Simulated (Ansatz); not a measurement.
```yaml
crystal:
  periodic: [false, false, false]
  atoms:
    - {symbol: Nb, position_ang: [0.000000, 0.000000, 0.000000]}
    - {symbol: O, position_ang: [0.000000, 0.000000, -1.784344]}
    - {symbol: O, position_ang: [0.000000, 0.000000, 1.784344]}
basis:
  gaussian: {orbitals: def2-TZVP}
magnetization: {spin_polarized: true, initial_magnetization: 5}
hamiltonian: {xc: pbe0}
relax: {f_tol: 0.004, max_steps: 80}
```

```sh
$ ansatz run in.yaml --threads 1 --pin off --events-out ev --progress --plain --max-ram 2176MiB
```

Steps of the relaxation (energy above the last step; positions in Å, forces in eV/Å):

```
3
step 1, 513.1 meV
Nb    0.000    0.000    0.000    0.000    0.000   -3.564
O     0.000    0.000   -1.784    0.000    0.000   -2.059
O     0.000    0.000    1.784    0.000    0.000    5.623
```

```
3
step 2, 50.3 meV
Nb    0.000    0.000   -0.026    0.000    0.000   -1.286
O     0.000    0.000   -1.855    0.000    0.000   -0.205
O     0.000    0.000    1.880    0.000    0.000    1.491
```

```
3
step 3, 2.7 meV
Nb    0.000    0.000   -0.043    0.000    0.000   -0.396
O     0.000    0.000   -1.877    0.000    0.000    0.163
O     0.000    0.000    1.920    0.000    0.000    0.233
```

```
3
step 4, 0.3 meV
Nb    0.000    0.000   -0.050    0.000    0.000   -0.121
O     0.000    0.000   -1.877    0.000    0.000    0.099
O     0.000    0.000    1.927    0.000    0.000    0.022
```

```
3
step 6, 0.0 meV
Nb    0.000    0.000   -0.052    0.000    0.000    0.000
O     0.000    0.000   -1.875    0.000    0.000    0.001
O     0.000    0.000    1.927    0.000    0.000   -0.002
```

Close pairs at the end: Nb1–O2 1.823 Å, Nb1–O3 1.979 Å.

A stationary point of unrestricted PBE0 after 6 steps, with ⟨S²⟩ = 8.759 against 8.75 for a pure state; no frequencies were run, so it isn't proven a minimum. 28 s on 1 thread of AMD EPYC 9R45, shared host.
